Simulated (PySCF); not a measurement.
Bond stretch in F2, singlet.

- UKS-TPSSh = unrestricted TPSSh/cc-pVDZ in PySCF
- UKS-BHandHLYP = unrestricted BHandHLYP/cc-pVDZ (PySCF)
- UCCSD(T) = CCSD(T) on UHF/cc-pVDZ, 2 core orbitals frozen run with PySCF

Energies relative to the lowest point of each curve near equilibrium, in kJ/mol:

| R / Å | UKS-TPSSh | UKS-BHandHLYP |
|---|---|---|
| 1.03 | 593.0 | 532.5 |
| 1.17 | 169.5 | 133.1 |
| 1.29 | 33.8 | 17.7 |
| 1.42 | 0.0 | 3.6 |
| 1.51 | 12.8 | 25.6 |
| 1.58 | 33.8 | 36.0 |
| 1.86 | 117.1 | 46.2 |
| 2.07 | 142.5 | 49.9 |
| 2.73 | 160.7 | 56.2 |
| 3.67 | 164.3 | 59.3 |
| 4.77 | 164.7 | 59.5 |
| 5.47 | 164.7 | 59.5 |

Q: What does UCCSD(T) give at the same points?

A: 1.03: 600.6; 1.17: 178.4; 1.29: 40.8; 1.42: 0.7; 1.51: 4.3; 1.58: 16.3; 1.86: 84.7; 2.07: 104.2; 2.73: 107.7; 3.67: 109.3; 4.77: 109.5; 5.47: 109.5 (kJ/mol).

The unrestricted determinant behind UKS-TPSSh is spin-contaminated at 1.70 to 5.47 Å (<S²> up to 1.0, against 0.00 for a pure singlet). The unrestricted determinant behind UKS-BHandHLYP is spin-contaminated at 1.51 to 5.47 Å (<S²> up to 1.0, against 0.00 for a pure singlet). The unrestricted determinant behind UCCSD(T) is spin-contaminated at 1.38 to 5.47 Å (<S²> up to 1.0, against 0.00 for a pure singlet).
